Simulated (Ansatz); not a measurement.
# How methods differ on CH5B− (SMILES [BH2-]C)

CH5B− has 7 atoms, charge -1, and is taken as a doublet. SMILES: `[BH2-]C`. The coordinates come from a GFN2-xTB relaxation.

Each level gives the vertical detachment energy (to the singlet neutral) (eV). The values are calculated.

```
            level                    kind  program  value (eV)  less FCI/STO-3G  CPU time (all runs)
      UPBE/STO-3G                     GGA   Ansatz       -3.80            +0.84                2.6 s
  U-r2SCAN/STO-3G                meta-GGA   Ansatz       -3.59            +1.05                5.7 s
 U-r2SCAN0/STO-3G         hybrid meta-GGA   Ansatz       -3.57            +1.07                5.9 s
     UPBE0/STO-3G           global hybrid   Ansatz       -3.74            +0.90                2.7 s
UCAM-B3LYP/STO-3G  range-separated hybrid   Ansatz       -3.78            +0.86                2.9 s
    UHSE06/STO-3G  range-separated hybrid   Ansatz       -3.75            +0.89                3.4 s
  UCCSD(T)/STO-3G   coupled cluster or CI   Ansatz       -4.64             0.00                0.3 s
     UCCSD/STO-3G   coupled cluster or CI   Ansatz       -4.63            +0.01               0.28 s
       FCI/STO-3G      exact in the basis   Ansatz       -4.64             0.00                 40 s
```

FCI/STO-3G is exact within its basis and frozen core, so for wave-function methods in that basis the difference is their error; functionals converge differently with the basis, so for them it is only a difference. Sets without diffuse functions describe the anion poorly. The values span -4.64 to -3.57 eV. All rows use very small basis sets, so even the best lies far from the true value. CPU times are rough (shared hosts, several kinds of processor): they show what a rung costs within a factor of a few.
